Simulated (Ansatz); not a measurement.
Born–Oppenheimer molecular dynamics of CH5O2 (8 atoms, charge 1, multiplicity 1). It starts from a relaxed structure.

The calculation used RKS r2SCAN/def2-mTZVP in Ansatz.

| Item | Value |
| --- | --- |
| ensemble | NVT, Langevin thermostat |
| time step | 0.5 fs |
| steps asked | 300 |
| set temperature | 500 K |
| friction | 0.05 /fs |
| seed | 993307 |

First frame:

```xyz
8
Properties=species:S:1:pos:R:3
O -1.333 0.531 -0.326
C -0.034 0.603 -0.221
O 0.454 -0.703 0.837
H -1.628 0.044 -1.117
H 0.577 0.394 -1.098
H 0.293 1.398 0.441
H 1.413 -0.685 1.025
H 0.258 -1.582 0.458
```

Task: How far do the bonds stretch over the last three quarters of this one trajectory? (Pairs bonded in most of those frames.)

Result: 
```tsv
bond	mean (Å)	spread (Å)	shortest	longest
O1–C2	1.307	0.020	1.27	1.34
O1–H4	0.981	0.035	0.91	1.04
C2–H5	1.091	0.031	1.00	1.16
C2–H6	1.089	0.025	1.04	1.14
O3–H7	0.979	0.019	0.94	1.03
O3–H8	0.982	0.024	0.93	1.04
```

Mean temperature of the second half: 419 K. The mean temperature of the second half is 16 % below the set value. A run of 0.15 ps of so small a system gives no equilibrium averages. Limits of this set-up: the dipole of an ion depends on the origin.

Run time: 8.1 min on 1 thread of Arm Neoverse V2, with other jobs on the host, peak memory 0.09 GiB.
